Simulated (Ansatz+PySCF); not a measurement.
Values are calculated unless marked as measured or tabulated.
Several solutions for singlet LiF

```yaml
atoms:
  - { symbol: Li, position_ang: [0.0000, 0.0000, -1.1490] }
  - { symbol: F, position_ang: [0.0000, 0.0000, 0.3830] }
```

Basis set: def2-SVP (spherical functions). Charge 0, multiplicity 1.

CASSCF(2,2) was run from several starts with Ansatz (development build ahead of 0.2.0) and PySCF 2.14.0. The starts are those of the Hartree–Fock orbitals from which the active space was taken at the frontier.

```csv
run,program,start,converged,energy (hartree),<S²>
A,Ansatz,"atomic start, no search",yes,-106.85286,0.00
B,Ansatz,search for the lowest state,yes,-106.86341,0.00
C,PySCF,program defaults,yes,-106.84908,0.00
D,Ansatz,stability test followed,yes,-106.86341,0.00
```

Q: Which runs reached the lowest solution of this kind, and what is wrong with the others?

A: B, D reached the lowest solution found. Converged but too high: A by 0.29 eV, C by 0.39 eV. Convergence only shows a stationary point; in CASSCF the end hangs on which orbitals enter the active space. Caution: other starts end on other solutions of this active space.
